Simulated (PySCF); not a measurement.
H2O2, SMILES OO. Geometry: PBE-D3(BJ)/def2-TZVP.

TDA-CAM-B3LYP/def2-TZVPD (PySCF) puts the lowest singlet excitations at 5.75, 6.93, 6.98, 7.86, 8.25, 9.23 eV.

Problem. What are the lowest excitation roots from ADC(2)/aug-cc-pVDZ run with PySCF 2.14.0? (Estimate from the structure and the level; the computed values follow.)

Solution. 5.82, 6.27, 7.08, 7.36, 7.65, 8.76 eV. S1 differs by 0.07 eV (second minus first; roots are paired by order, and the bases may differ).
